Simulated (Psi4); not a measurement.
# C3H2 (SMILES [CH]C#C): levels of theory compared

We compute a comparison of 3 runs (U-wB97M-V/cc-pVTZ, U-wB97X/cc-pVTZ, UCAM-B3LYP/cc-pVTZ) of C3H2. 

Program for the calculation: Psi4 1.11.

### Step 1. The molecule

The species is C3H2 (5 atoms), meant as a triplet with charge 0. As SMILES, `[CH]C#C`. The C1–H4 distance was set to 1.572 Å, away from the relaxed value. At this shape a bond of the SMILES string is far longer than usual.

Bond lengths: C1–C2 1.261 Å, C2–C3 1.262 Å, C3–H5 1.047 Å. Angles: C1–C2–C3 175.8°, C2–C3–H5 172.2°. A long bond or contact: C1–H4 1.572 Å.

### Step 2. The energy at U-wB97M-V/cc-pVTZ (run 1)

Contents of c3h2.xyz:

```xyz
5
C3H2
C     -0.571729     0.311193    -0.355217
C      0.352961    -0.294137     0.252373
C      1.225481    -0.975287     0.857933
H     -1.628170     1.198600    -1.108000
H      2.030021    -1.423557     1.356593
```

Contents of run.py:

```python
import numpy as np
from ase.calculators.psi4 import Psi4
from ase.io import read

mol = read('c3h2.xyz')
calc = Psi4(atoms=mol, method='wb97m-v', basis='cc-pVTZ', memory='1600MB', num_threads=1, charge=0, multiplicity=3, label='c3h2', reference='uks')
calc.psi4.set_options({'puream': True, 'e_convergence': 1e-09, 'd_convergence': 1e-08, 'scf_type': 'pk', 'dft_radial_points': 99, 'dft_spherical_points': 590, 'maxiter': 200})
mol.calc = calc

print(f'energy: {mol.get_potential_energy():.6f} eV')
```

The run is started by

```
$ python run.py
```

c3h2.dat:

```text
[...]
  Running in c1 symmetry.
[...]
  Nuclear repulsion =   47.081574395573583
[...]
  Multiplicity = 3
[...]
  Nalpha       = 11
  Nbeta        = 9
[...]
    Number of basis functions: 118
[...]
   @UKS iter   1:  -115.10310465284769   -8.32110e-01   4.10435e-03 DIIS/ADIIS
[...]
   @UKS iter  15:  -115.23874413329929   -3.28271e-12   6.31312e-09 DIIS
[...]
   @S^2 Observed:                2.078054630E+00
[...]
  @UKS Final Energy:  -115.23874413329929
   => Energetics <=
    Nuclear Repulsion Energy =             47.0815743955735826
    One-Electron Energy =                -246.9234387174745962
    Two-Electron Energy =                  96.3054328282802601
    DFT Exchange-Correlation Energy =     -11.7834759732679100
    Empirical Dispersion Energy =           0.0000000000000000
    VV10 Nonlocal Energy =                  0.0811633335893924
    Total Energy =                       -115.2387441332992921
[...]
 Multipole Moments:
 ------------------------------------------------------------------------------------
     Multipole            Electronic (a.u.)      Nuclear  (a.u.)        Total (a.u.)
 ------------------------------------------------------------------------------------
 L = 1.  Multiply by 2.5417464519 to convert [e a0] to [Debye]
 Dipole X            :          0.1153145           -0.2390667           -0.1237522
 Dipole Y            :         -0.1614434            0.3674130            0.2059696
 Dipole Z            :          0.1047662           -0.2262018           -0.1214356
 Magnitude           :                                                    0.2692298
[...]
```

The script printed:

```text
energy: -3135.805952 eV
```

Run time: 1.9 min. Hardware: 1 thread of Intel Xeon 6975P-C (Granite Rapids), shared host; peak memory 0.93 GiB.

### Step 3. A single-point energy at U-wB97X/cc-pVTZ (run 2)

Contents of job.dat:

```
memory 1600 MB

molecule mol {
  0 3
  C     -0.571729     0.311193    -0.355217
  C      0.352961    -0.294137     0.252373
  C      1.225481    -0.975287     0.857933
  H     -1.628170     1.198600    -1.108000
  H      2.030021    -1.423557     1.356593
  symmetry c1
  no_reorient
  no_com
}

set {
  basis                cc-pVTZ
  reference            uks
  puream               true
  e_convergence        1e-09
  d_convergence        1e-08
  scf_type             pk
  dft_radial_points    99
  dft_spherical_points 590
  maxiter              200
}

e_tot, wfn = energy("wb97x", return_wfn=True)
oeprop(wfn, "DIPOLE", "QUADRUPOLE", "WIBERG_LOWDIN_INDICES")
print_variables()
```

The run is started by

```
$ psi4 -n 1 job.dat job.out
```

job.out:

```text
[...]
  Running in c1 symmetry.
[...]
  Nuclear repulsion =   47.081574395573583
[...]
  Multiplicity = 3
[...]
  Nalpha       = 11
  Nbeta        = 9
[...]
    Number of basis functions: 118
[...]
   @UKS iter   1:  -115.11595269438132   -8.66940e-01   4.02416e-03 DIIS/ADIIS
[...]
   @UKS iter  15:  -115.25064844459168   -5.92593e-12   7.33933e-09 DIIS
[...]
   @S^2 Observed:                2.109081222E+00
[...]
  @UKS Final Energy:  -115.25064844459168
   => Energetics <=
    Nuclear Repulsion Energy =             47.0815743955735826
    One-Electron Energy =                -246.9755890201813315
    Two-Electron Energy =                  96.2573335552362579
    DFT Exchange-Correlation Energy =     -11.6139673752202022
    Empirical Dispersion Energy =           0.0000000000000000
    VV10 Nonlocal Energy =                  0.0000000000000000
    Total Energy =                       -115.2506484445916755
[...]
 Multipole Moments:
 ------------------------------------------------------------------------------------
     Multipole            Electronic (a.u.)      Nuclear  (a.u.)        Total (a.u.)
 ------------------------------------------------------------------------------------
 L = 1.  Multiply by 2.5417464519 to convert [e a0] to [Debye]
 Dipole X            :        -12.2939355           12.1738595           -0.1200761
 Dipole Y            :         11.4907918          -11.2898720            0.2009197
 Dipole Z            :         -9.1494723            9.0312411           -0.1182311
 Magnitude           :                                                    0.2622319
 L = 2.  Multiply by 1.3450342976 to convert [e a0^2] to [Debye ang]
 Quadrupole XX       :        -76.2529341           66.0342667          -10.2186674
 Quadrupole XY       :         45.8145422          -48.9341978           -3.1196557
[...]
```

Wall time 39 s (1 thread of Intel Xeon 6975P-C (Granite Rapids), shared host); peak memory 0.9 GiB.

### Step 4. A single-point energy at UCAM-B3LYP/cc-pVTZ (run 3)

c3h2.xyz is that of step 2.

Contents of run.py:

```python
import numpy as np
from ase.calculators.psi4 import Psi4
from ase.io import read

mol = read('c3h2.xyz')
calc = Psi4(atoms=mol, method='cam-b3lyp', basis='cc-pVTZ', memory='1600MB', num_threads=1, charge=0, multiplicity=3, label='c3h2', reference='uks')
calc.psi4.set_options({'puream': True, 'e_convergence': 1e-09, 'd_convergence': 1e-08, 'scf_type': 'pk', 'dft_radial_points': 99, 'dft_spherical_points': 590, 'maxiter': 200})
mol.calc = calc

print(f'energy: {mol.get_potential_energy():.6f} eV')
```

The run is started by

```
$ python run.py
```

c3h2.dat:

```text
[...]
  Running in c1 symmetry.
[...]
  Nuclear repulsion =   47.081574395573583
[...]
  Multiplicity = 3
[...]
  Nalpha       = 11
  Nbeta        = 9
[...]
    Number of basis functions: 118
[...]
   @UKS iter   1:  -115.02975650310560   -6.80559e-01   4.92058e-03 ADIIS/DIIS
[...]
   @UKS iter  15:  -115.22464631151398   -9.66338e-12   7.66262e-09 DIIS
[...]
   @S^2 Observed:                2.096327076E+00
[...]
  @UKS Final Energy:  -115.22464631151398
   => Energetics <=
    Nuclear Repulsion Energy =             47.0815743955735826
    One-Electron Energy =                -247.0194426392403670
    Two-Electron Energy =                  96.8413293600897163
    DFT Exchange-Correlation Energy =     -12.1281074279368912
    Empirical Dispersion Energy =           0.0000000000000000
    VV10 Nonlocal Energy =                  0.0000000000000000
    Total Energy =                       -115.2246463115139790
[...]
 Multipole Moments:
 ------------------------------------------------------------------------------------
     Multipole            Electronic (a.u.)      Nuclear  (a.u.)        Total (a.u.)
 ------------------------------------------------------------------------------------
 L = 1.  Multiply by 2.5417464519 to convert [e a0] to [Debye]
 Dipole X            :          0.1100489           -0.2390667           -0.1290178
 Dipole Y            :         -0.1579265            0.3674130            0.2094865
 Dipole Z            :          0.1012644           -0.2262018           -0.1249374
 Magnitude           :                                                    0.2759339
[...]
```

Standard output:

```text
energy: -3135.422330 eV
```

Wall time 34 s (1 thread of Intel Xeon 6975P-C (Granite Rapids), shared host); peak memory 0.93 GiB.

### Step 5. All runs side by side

```
run               level  energy (Eh)  dipole moment (D)  HOMO energy (eV)  LUMO energy (eV)  wall time
  1   U-wB97M-V/cc-pVTZ  -115.238744               0.68             -8.33             -0.10    1.9 min
  2     U-wB97X/cc-pVTZ  -115.250648               0.67             -8.64              0.06       39 s
  3  UCAM-B3LYP/cc-pVTZ  -115.224646               0.70             -7.62             -1.00       34 s
```

### Step 6. Summary of results

| quantity | value |
| --- | --- |
| run 3: total energy | -115.22465 Eh |
| run 3: dipole moment | 0.70 D |
| run 3: HOMO energy (highest over α and β) | -7.62 eV |
| run 3: LUMO energy (lowest over α and β) | -1.00 eV |
| run 3: ⟨S²⟩ | 2.096 |

What this shows: The dipole moment (its size) runs from 0.67 D (U-wB97X/cc-pVTZ) to 0.70 D (UCAM-B3LYP/cc-pVTZ). Totals of different functionals can't be ranked against each other. Spin contamination of the reference: run 2 ⟨S²⟩ = 2.11. All runs together took 3.1 min, the longest 1.9 min.
